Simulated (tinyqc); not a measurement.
Inside a calculation. Method: LCCD on RHF in the sto-3g basis, for H2O, spin multiplicity 1. One step of it, computed by the program tinyqc.

Task: Iteration 1: building the Fock matrix. J_ij = sum D_kl (ij|kl), K_ij = sum D_kl (ik|jl); F = H + J - 0.5 K; E = tr D H + tr D J / 2 - 0.25 tr D K + E_nn.

D at the start, lower triangle:
```
            1O 1s      1O 2s    1O 2px     1O 2py    1O 2pz     2H 1s     3H 1s
1O 1s    2.074098
1O 2s   -0.313209   1.392900
1O 2px   0.000000   0.000000  2.000000
1O 2py   0.012283  -0.047425  0.000000   1.614437
1O 2pz   0.089146  -0.328290  0.000000  -0.019676  1.855250
2H 1s   -0.134354   0.372971  0.000000   0.302036  0.134103  0.191934
3H 1s   -0.115162   0.323460  0.000000  -0.303389  0.116231  0.054684  0.148721
```

core Hamiltonian H = T + V (hartree), lower triangle:
```
             1O 1s      1O 2s     1O 2px     1O 2py     1O 2pz      2H 1s      3H 1s
1O 1s   -32.515128
1O 2s    -7.564094  -9.140835
1O 2px    0.000000   0.000000  -7.296523
1O 2py   -0.001030  -0.011800   0.000000  -7.386331
1O 2pz   -0.013158  -0.162585   0.000000  -0.006319  -7.358546
2H 1s    -1.128384  -2.702210   0.000000  -1.543700  -1.324797  -4.409084
3H 1s    -0.942267  -2.357386   0.000000   1.376722  -1.184244  -0.904531  -4.195044
```

Two-electron integrals (ij|kl) in chemists' order, unique and non-zero (hartree):
```
(11|11) 4.785065    (21|11) 0.741380    (21|21) 0.136873    (22|11) 1.118947
(22|21) 0.256633    (22|22) 0.817206    (31|31) 0.024477    (32|31) 0.037809
(32|32) 0.180518    (33|11) 1.115814    (33|21) 0.256684    (33|22) 0.817023
(33|33) 0.880159    (41|41) 0.024477    (42|41) 0.037809    (42|42) 0.180518
(43|43) 0.047444    (44|11) 1.115814    (44|21) 0.256684    (44|22) 0.817023
(44|33) 0.785270    (44|44) 0.880159    (51|51) 0.024477    (52|51) 0.037809
(52|52) 0.180518    (53|53) 0.047444    (54|54) 0.047444    (55|11) 1.115814
(55|21) 0.256684    (55|22) 0.817023    (55|33) 0.785270    (55|44) 0.785270
(55|55) 0.880159    (61|11) 0.110930    (61|21) 0.020325    (61|22) 0.037925
(61|33) 0.037851    (61|41) 0.000713    (61|42) 0.001345    (61|44) 0.037986
(61|51) 0.000593    (61|52) 0.001118    (61|54) 0.000112    (61|55) 0.037944
(61|61) 0.003057    (62|11) 0.291739    (62|21) 0.067847    (62|22) 0.241896
(62|33) 0.237626    (62|41) 0.003921    (62|42) 0.030974    (62|44) 0.245062
(62|51) 0.003258    (62|52) 0.025741    (62|54) 0.006180    (62|55) 0.242762
(62|61) 0.010290    (62|62) 0.091466    (63|31) 0.006828    (63|32) 0.040725
(63|43) 0.006298    (63|53) 0.005234    (63|63) 0.012501    (64|11) 0.168750
(64|21) 0.039726    (64|22) 0.151217    (64|33) 0.144488    (64|41) 0.008827
(64|42) 0.058882    (64|44) 0.161472    (64|51) 0.001661    (64|52) 0.015090
(64|54) 0.008880    (64|55) 0.147518    (64|61) 0.006269    (64|62) 0.069507
(64|64) 0.064718    (65|11) 0.140240    (65|21) 0.033014    (65|22) 0.125669
(65|33) 0.120077    (65|41) 0.001661    (65|42) 0.015090    (65|44) 0.123723
(65|51) 0.008208    (65|52) 0.053265    (65|54) 0.009329    (65|55) 0.133063
(65|61) 0.005210    (65|62) 0.057764    (65|64) 0.043395    (65|65) 0.048565
(66|11) 0.456027    (66|21) 0.107752    (66|22) 0.442371    (66|33) 0.425219
(66|41) 0.007508    (66|42) 0.083411    (66|44) 0.455332    (66|51) 0.006240
(66|52) 0.069319    (66|54) 0.025026    (66|55) 0.446016    (66|61) 0.016452
(66|62) 0.218243    (66|64) 0.189273    (66|65) 0.157296    (66|66) 0.774606
(71|11) 0.092527    (71|21) 0.016958    (71|22) 0.031659    (71|33) 0.031598
(71|41) -0.000585   (71|42) -0.001107   (71|44) 0.031709    (71|51) 0.000486
(71|52) 0.000920    (71|54) -0.000092   (71|55) 0.031675    (71|61) 0.002513
(71|62) 0.008332    (71|64) 0.004676    (71|65) 0.004221    (71|66) 0.013221
(71|71) 0.002127    (72|11) 0.252946    (72|21) 0.058864    (72|22) 0.211051
(72|33) 0.207281    (72|41) -0.003387   (72|42) -0.027248   (72|44) 0.213846
(72|51) 0.002815    (72|52) 0.022644    (72|54) -0.005455   (72|55) 0.211814
(72|61) 0.008659    (72|62) 0.063972    (72|64) 0.033738    (72|65) 0.039388
(72|66) 0.124059    (72|71) 0.007450    (72|72) 0.070816    (73|31) 0.005809
(73|32) 0.035073    (73|43) -0.005476   (73|53) 0.004551    (73|63) 0.008336
(73|73) 0.009480    (74|11) -0.149301   (74|21) -0.035161   (74|22) -0.134628
(74|33) -0.128710   (74|41) 0.007563    (74|42) 0.051279    (74|44) -0.143593
(74|51) -0.001457   (74|52) -0.013468   (74|54) 0.007818    (74|55) -0.131425
(74|61) -0.004963   (74|62) -0.034715   (74|64) -0.010424   (74|65) -0.020951
(74|66) -0.061728   (74|71) -0.004621   (74|72) -0.054960   (74|74) 0.051668
(75|11) 0.124071    (75|21) 0.029220    (75|22) 0.111878    (75|33) 0.106960
(75|41) -0.001457   (75|42) -0.013468   (75|44) 0.110227    (75|51) 0.007020
(75|52) 0.046265    (75|54) -0.008191   (75|55) 0.118318    (75|61) 0.004470
(75|62) 0.039958    (75|64) 0.020707    (75|65) 0.032580    (75|66) 0.084501
(75|71) 0.003840    (75|72) 0.045673    (75|74) -0.035059   (75|75) 0.038615
(76|11) 0.088533    (76|21) 0.020809    (76|22) 0.081543    (76|33) 0.079528
(76|41) -0.000021   (76|42) -0.000277   (76|44) 0.081035    (76|51) 0.001508
(76|52) 0.014679    (76|54) -0.000071   (76|55) 0.083975    (76|61) 0.003125
(76|62) 0.031103    (76|64) 0.020466    (76|65) 0.022140    (76|66) 0.079316
(76|71) 0.002610    (76|72) 0.027744    (76|74) -0.018907   (76|75) 0.020114
(76|76) 0.013832    (77|11) 0.429367    (77|21) 0.101500    (77|22) 0.419475
(77|33) 0.403817    (77|41) -0.006767   (77|42) -0.077085   (77|44) 0.431312
(77|51) 0.005623    (77|52) 0.064059    (77|54) -0.022849   (77|55) 0.422805
(77|61) 0.014920    (77|62) 0.134935    (77|64) 0.065612    (77|65) 0.090276
(77|66) 0.290132    (77|71) 0.012917    (77|72) 0.187217    (77|74) -0.165966
(77|75) 0.137921    (77|76) 0.079316    (77|77) 0.774606
```

nuclear repulsion = 7.49107925 hartree

Give: Coulomb J; exchange K; Fock matrix F; total energy of this density.

Result:

Coulomb J (hartree), lower triangle:
```
          1O 1s    1O 2s  1O 2px   1O 2py  1O 2pz   2H 1s   3H 1s
1O 1s   17.8722
1O 2s    3.3918   8.4556
1O 2px   0.0000   0.0000  8.4432
1O 2py  -0.0010  -0.0009  0.0000   8.4474
1O 2pz  -0.0086  -0.0117  0.0000   0.0018  8.4531
2H 1s    0.5037   2.4595  0.0000   1.5249  1.2685  4.5041
3H 1s    0.4204   2.1419  0.0000  -1.3537  1.1264  0.8232  4.2576
```

exchange K (hartree), lower triangle:
```
         1O 1s    1O 2s  1O 2px   1O 2py  1O 2pz   2H 1s   3H 1s
1O 1s   9.7621
1O 2s   1.7123   2.6165
1O 2px  0.0000   0.0000  2.2677
1O 2py  0.0009  -0.0124  0.0000   2.1632
1O 2pz  0.0079  -0.1057  0.0000  -0.0018  2.2412
2H 1s   0.2612   0.9067  0.0000   0.5284  0.4064  0.7882
3H 1s   0.2185   0.7945  0.0000  -0.4810  0.3600  0.2745  0.6410
```

Fock matrix F (hartree), lower triangle:
```
           1O 1s    1O 2s  1O 2px   1O 2py   1O 2pz    2H 1s    3H 1s
1O 1s   -19.5240
1O 2s    -5.0285  -1.9934
1O 2px    0.0000   0.0000  0.0129
1O 2py   -0.0025  -0.0065  0.0000  -0.0205
1O 2pz   -0.0257  -0.1214  0.0000  -0.0036  -0.0260
2H 1s    -0.7553  -0.6960  0.0000  -0.2830  -0.2595  -0.2990
3H 1s    -0.6311  -0.6127  0.0000   0.2635  -0.2379  -0.2186  -0.2580
```

total energy of this density = -74.373632 hartree
